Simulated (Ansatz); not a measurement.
C2H5F2N (`FCNCF`) from Hartree–Fock to CCSD(T)

Cartesian coordinates in Å:
```
F 0.521 1.919 -0.274
C 0.670 0.637 -0.802
N 0.478 -0.390 0.137
C -0.818 -0.697 0.585
F -1.348 0.243 1.467
H 1.682 0.588 -1.207
H -0.067 0.538 -1.603
H 1.190 -0.444 0.850
H -1.496 -0.744 -0.271
H -0.812 -1.650 1.118
```

Charge 0, multiplicity 1. The geometry is a stationary point of PBE0-D4/def2-TZVP. It is one conformer, not always the lowest. Frozen core, restricted reference, Ansatz 0.2.0. CBS rows extrapolate triple and quadruple zeta; past MP2 they add the triple-zeta difference.

| basis | HF (Eh) | MP2 corr. |
| --- | --- | --- |
| def2-TZVPP | -332.10903 | -1.04912 |
| def2-QZVPP | -332.12397 | -1.13513 |

Problem. Estimate the CCSD correlation energy and the (T) correction in each basis where they were run (hartree).

Solution. 
```csv
basis,CCSD corr.,(T)
def2-TZVPP,-1.07482,-0.03674
CBS(def2),-1.22454,as TZ
```
